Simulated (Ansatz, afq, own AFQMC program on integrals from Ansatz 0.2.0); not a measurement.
## Se, quintet: AFQMC among the cluster methods

A free Se atom.

Basis aug-cc-pVTZ. Only valence electrons are correlated. Integrals, coupled cluster, full CI and functionals: Ansatz 0.2.0; the random walks run on the same integrals in our own AFQMC program. ph-AFQMC/CISD is guided by a CISD state made of CCSD amplitudes; releasing the constraint for a short imaginary time cuts its bias at the price of noise, slowly where states lie close. Free AFQMC starts from the CCSD state and is never constrained. Its projection time is finite, and what remains of the start isn't in its error. Uncertainties: one standard error, sampling alone. No spin–orbit coupling.

Determinant: UHF, the one that the program's search chose, which needn't be the lowest solution.

No full CI on the walks' own integrals is used here; CCSDT(Q) serves as the reference and is uncertain by about the last step of the cluster series.

Cautions: no relativity below Rb; no spin-orbit coupling; inner d shell frozen; another spin lies lower (by 5.88 eV).

* T1 diagnostic: 0.0086
* weight of the determinant in the CISD state: 0.942
* ⟨S²⟩ of the determinant: 6.001
* size of the correlated space: 6 electrons in 45 orbitals

```tsv
level	correlation energy (eV)
MP2	-2.3912
CCSD	-2.7955
CCSD(T)	-2.8980
```

Q: Estimate where phaseless AFQMC with the Hartree–Fock trial lies against CCSD(T) on the same integrals.

A: 1.4 ± 1.4 kJ/mol above CCSD(T). The gap is under twice the noise, so this walk alone can't tell the two apart.

Reference: CCSDT(Q), correlation energy -2.919 eV. The released energy is read at 2.40 1/Eh (meV from the phaseless value at times in 1/Eh: -2.4 ± 1.0 at 0.24, -3.9 ± 1.0 at 0.51, -4.4 ± 0.9 at 0.99, -4.4 ± 1.0 at 1.62, -6.1 ± 0.9 at 2.40).

```
         level  E − E(reference) (kJ/mol)  share of correlation (%)
       CCSD(T)                        2.0                     99.30
         CCSDT                        0.3                     99.89
   ph-AFQMC/HF                  3.4 ± 1.4                     98.79
 ph-AFQMC/CISD                  0.5 ± 0.1                     99.81
released AFQMC                -0.1 ± 0.08                    100.02
    free AFQMC                 -0.2 ± 0.1                    100.07
```

Free projections are given only where their last times agree within the noise and don't stop above the reference; a slow remainder of the start can still hide under it. A walk keeps the symmetry of its determinant, which the program's search chose and which needn't be the lowest solution, so a lower state of the same spin and another symmetry isn't excluded. Released energies are given only where the last usable release times agree within the noise; a slower fall can still hide under it.
